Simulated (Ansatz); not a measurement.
`C#CC(=C)SC` + H–F → `C=C(F)SC` + `C#C` at 400 K and 1 bar (substitution at a C–C bond).

Isolated molecules relaxed with PBE0-D4/def2-TZVP in Ansatz; ΔE leaves out vibrations. CCSD(T)/CBS adds triple-zeta CCSD(T) − MP2 to the extrapolated MP2 energy (def2 sets, frozen cores). This one scheme is used for every species. One conformer a species, not always the lowest.

| species | CCSD(T)/CBS energy (Eh) | H − E (kJ/mol) | S (J/(mol·K)) |
| --- | --- | --- | --- |
| `C#CC(=C)SC` | -591.55687 | 272.5 | 390.8 |
| H–F | -100.39570 | 36.5 | 182.2 |
| `C=C(F)SC` | -614.69893 | 222.0 | 358.6 |
| `C#C` | -77.22717 | 85.5 | 213.8 |

H − E and S are ideal-gas, rigid-rotor, harmonic terms from PBE0-D4/def2-TZVP, for one conformer and one mirror image of each species. 1 Eh = 2625.50 kJ/mol, R = 8.31446 J/(mol·K).

By hand: ΔE, ΔH, ΔS and ΔG.

ΔE = (-614.69893) + (-77.22717) − (-591.55687) − (-100.39570) = 0.02647 Eh = 69.5 kJ/mol. Δ(H − E) = 222.0 + 85.5 − 272.5 − 36.5 = -1.5, so ΔH = 68.0 kJ/mol. ΔS = 358.6 + 213.8 − 390.8 − 182.2 = -0.6 J/(mol·K). ΔG = 68.0 − 400 × (-0.6)/1000 = 68.2 kJ/mol.

By hand: the equilibrium constant, and the temperature at which ΔG would vanish if ΔH and ΔS stayed fixed.

log₁₀ K = −ΔG/(RT ln 10) = -8.9. ΔH and −TΔS have one sign here, so there is no such temperature.

The number of gas molecules stays the same, so ΔS is small and ΔH decides. A doubt of 5 kJ/mol in ΔE shifts log₁₀ K by 0.7 here. Other conformers and mirror images would add mixing entropy, several J/(mol·K) or more a flexible species. These are equilibria of isolated gas molecules and say nothing of rates. Largest T1 diagnostic: 0.013 (customary marks: 0.02 for closed shells, 0.045 for open ones).

ΔS is within the doubt of such terms, so its sign, and with it that verdict, could turn.
